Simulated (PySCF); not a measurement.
## Working out the ionisation energy of S

S [Ne] 3s2 3p4 (3P) → S+ [Ne] 3s2 3p3 (4S). All numbers are calculated (PySCF 2.14, no relativity, point nucleus, in def2-TZVP (5s5p2d1f, 37 functions)). Frozen: [Ne]. Energies in hartree (1 hartree = 27.21139 eV):

| part | S (lower) | S+ (upper) |
| --- | --- | --- |
| UHF | -397.501955 | -397.162684 |
| CCSD correlation | -0.138113 | -0.107753 |
| (T) | -0.004659 | -0.003492 |

Question: What does Hartree-Fock give?

Answer: (-397.162684) − (-397.501955) = 0.339271 hartree = 9.232 eV.

Question: What do CCSD and CCSD(T) give?

Answer: The CCSD correlation energies differ by 0.030360 hartree = 0.826 eV and the triples by 0.001167 hartree = 0.032 eV, so CCSD gives 10.058 eV and CCSD(T) 10.090 eV.

Measured between the centres of the two terms (NIST): 10.336 eV, so CCSD(T) (valence) is off by -0.246 eV.

What remains against the reference includes basis incompleteness, the frozen core and higher excitations.
